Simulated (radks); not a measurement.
**Si³⁺ in [Ne] 3s1: an all-electron calculation**

The task here is to estimate one member of a computed series from the others.

The numbers are computed with radks (a radial shooting solver on a logarithmic mesh, Libxc functionals) version 1 (scalar-relativistic Kohn-Sham, PBE, spin-polarised, spherical densities, finite nucleus; open shells are filled with parallel spins first), except any that are marked as measured or tabulated.

## Starting point

* element: silicon (Z = 14)
* charge: +3
* electrons: 11
* configuration: [Ne] 3s1
* nuclear rms radius: 3.1224 fm

The outer shells:

Si³⁺
```
[Ne] core
3s [↑ ]
```

Set-up of the first run:

Input:

```text
Z 14
configuration [Ne] 3s1
relativity scalar-relativistic
functional pbe,pbe
spin polarised
nucleus finite rms 3.1224 fm
c 137.035999084
```

Started as:

```sh
> python run_ks.py task.json out
```

All runs below come from this command, one after another.

One table of the session follows, with a row left open; its other results are not shown here.

It belongs to the step «Shells». Radial moments (bohr):

```
  level     <r>  outermost maximum (interpolated)  90 % within  nodes
  1s up  0.1113                            0.0726        0.199      0
1s down  0.1113                            0.0726        0.199      0
  2s up  0.5663                             0.454        0.892      1
2s down  0.5656                             0.454        0.890      1
  2p up       ?                                 ?            ?      ?
2p down  0.5335                             0.387        0.895      0
  3s up   1.839                              1.63         2.72      2
```

Estimate the missing values for 2p up.

The run gave: <r>: 0.5347; outermost maximum (interpolated): 0.387; 90 % within: 0.898; nodes: 0. In the column «<r>» it lies between 2p down (0.5335) and 2s down (0.5656).
